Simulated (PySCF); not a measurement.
Below is a simulated gas-phase C 1s photoelectron spectrum of `[H]/N=C/C(F)F`.

Every computed line was given a Gaussian of 0.6 eV full width at half maximum and an area set by the number of equivalent atoms; the highest printed point is 100. The calculation used PySCF, delta-SCF UKS SCAN, pcX-2 on the ionised atom, pcseg-1 elsewhere, spin-free X2C.

binding energy (eV), intensity and a bar:
```
    292.2          0 
    292.3          1 
    292.4          4 #
    292.5          9 ###
    292.6         20 ######
    292.7         38 ###########
    292.8         60 ##################
    292.9         83 #########################
    293.0         98 #############################
    293.1        100 ##############################
    293.2         86 ##########################
    293.3         64 ###################
    293.4         41 ############
    293.5         22 #######
    293.6         11 ###
    293.7          4 #
    293.8          1 
    293.9          0 
    294.0          0 
    294.1          0 
    294.2          0 
    294.3          0 
    294.4          0 
    294.5          0 
    294.6          0 
    294.7          0 
    294.8          0 
    294.9          0 
    295.0          0 
    295.1          0 
    295.2          1 
    295.3          3 #
    295.4          9 ###
    295.5         19 ######
    295.6         36 ###########
    295.7         58 ##################
    295.8         81 ########################
    295.9         97 #############################
    296.0        100 ##############################
    296.1         88 ##########################
    296.2         66 ####################
    296.3         43 #############
    296.4         24 #######
    296.5         11 ###
    296.6          5 #
    296.7          2 
    296.8          0
```

Question: How many maxima does the curve show, and how many computed lines lie under it?

Answer: The curve has 2 maxima (at 293.1 and 296.0 eV). Under it lie 2 lines from 2 inequivalent carbon sites.

Question: Decompose the envelope and assign each component. Numbering: `[H]/[N:1]=[CH:2]/[CH:3]([F:4])[F:5]`.

Answer: 
| position (eV) | relative area | line | atoms | environment |
| --- | --- | --- | --- | --- |
| 293.06 | 1 | C 1s | C2 | imine carbon |
| 295.97 | 1 | C 1s | C3 | CHF2 carbon |

Question: What are the centre and the root-mean-square width of the whole band?

Answer: The area-weighted mean of the lines is 294.51 eV. Their own spread about it is 1.45 eV (rms) and each Gaussian has σ = 0.6/2.355 = 0.25 eV; the variances add, which gives 1.48 eV.

Question: Above which line width would these two lines show one maximum?

Answer: Two equal Gaussians merge once their distance is under 2σ = FWHM/1.177. With 2.91 eV between them that is a full width over 3.43 eV.

Lowest listed C 1s: C2, bonded to N (double bond), C and H. Highest, 2.91 eV above it: C3, bonded to 2 F, C and H.

Shake-up satellites, vibrational structure and lifetime widths aren't simulated. The structure is a single GFN2-xTB conformer in the gas phase; no vibrational or solvent corrections.

The run took 20 s of wall time on Arm Neoverse V1, one thread, no GPU (shared host).

Shape of the structure used: `[H]/[N:1]=[CH:2]/[CH:3]([F:4])[F:5]`: N1–C2–C3–F4 121°.
